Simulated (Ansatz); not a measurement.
Frontier orbitals of `CCOCCF`.

The species carries charge 0 and has multiplicity 1. The structure was optimised at the PBE0-D4/def2-TZVP level. It is one conformer, not always the lowest. Basis def2-TZVPP, the Gaussian-basis code of Ansatz.

```
             functional  HOMO (eV)  LUMO (eV)  gap (eV)
                    PBE      -6.07       0.35      6.42
                 revPBE      -6.02       0.44      6.46
                 B97M-V      -6.59       0.51      7.10
                   PBE0      -7.67       1.18      8.85
                  B3LYP      -7.46       0.83      8.29
                r2SCAN0      -7.91       1.65      9.56
HSE06 (plane-wave form)      -7.26       0.81      8.07
                ωB97M-V     -10.10       2.63     12.73
```

From PBE to PBE0 the HOMO moves by −1.60 eV and the LUMO by +0.84 eV, and with ωB97M-V by −4.03 and +2.28 eV, so the gap grows from 6.42 to 12.73 eV with exact exchange. A positive LUMO is unbound and depends on the basis.

B3LYP here is the variant with VWN-RPA as its local correlation; programs differ in this.
